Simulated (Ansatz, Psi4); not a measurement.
# Worked example: the enthalpy of formation of C2H3O (acetyl radical)

C2H3O: 6 atoms, total charge 0, spin state doublet. SMILES: `C[C]=O`. The shape is that of a PBE0-D4/def2-TZVP optimisation.

Total energies at U-wB97M-V/def2-TZVP (Psi4 1.11); the atoms run unrestricted:

```
species    state  energy (Eh)
  C2H3O  doublet  -153.181031
      C  triplet   -37.846388
      O  triplet   -75.077171
      H  doublet    -0.494111
```

Harmonic wavenumbers at UPBE0-D4/def2-TZVP, in cm⁻¹: 115, 471, 882, 947, 1055, 1348, 1444, 1447, 1963, 3041, 3140, 3146.

Measured heats of formation of the gaseous atoms at 298.15 K, in kJ/mol: C 716.9, O 249.2, H 218.0. Spin-orbit lowering of the atoms at 298 K (mean of the ground term's levels less their thermal mean, from spectra), in kJ/mol: C 0.02, O 0.40. Take 1 Eh = 2625.50 kJ/mol, 1 cm⁻¹ = 0.0119627 kJ/mol, RT = 2.479 kJ/mol.

Problem. Work out the heat of formation of the gas at 298 K.

Solution. 
1. Electronic atomisation energy: 2 × (-37.846388) + (-75.077171) + 3 × (-0.494111) − (-153.181031) = 0.928751 Eh = 2438.4 kJ/mol.
2. Zero-point energy: half the sum of the wavenumbers, 9499.5 cm⁻¹ = 113.6 kJ/mol.
3. Thermal vibrational enthalpy, Σ hcν̃/(exp(hcν̃/kT) − 1): 2.9 kJ/mol. Translation, rotation and pV of a non-linear molecule: 4 RT = 9.9 kJ/mol.
4. The 6 free atoms carry 5/2 RT each: 37.2 kJ/mol.
5. Spin-orbit coupling lowers the free atoms by 2 × 0.02 + 0.40 = 0.4 kJ/mol.
6. Atomisation enthalpy at 298 K: 2438.4 − 0.4 − 113.6 − 2.9 − 9.9 + 37.2 = 2348.8 kJ/mol.
7. Sum of the atoms' heats of formation: 2337.0 kJ/mol. Heat of formation: 2337.0 − 2348.8 = -11.8 kJ/mol.

The tabulated value is -9.7 kJ/mol (Active Thermochemical Tables), so this level is off by -2.1 kJ/mol, or 0.1 % of the atomisation enthalpy that the table implies (2346.7 kJ/mol). Anharmonicity and any spin-orbit splitting of the molecule are left out.
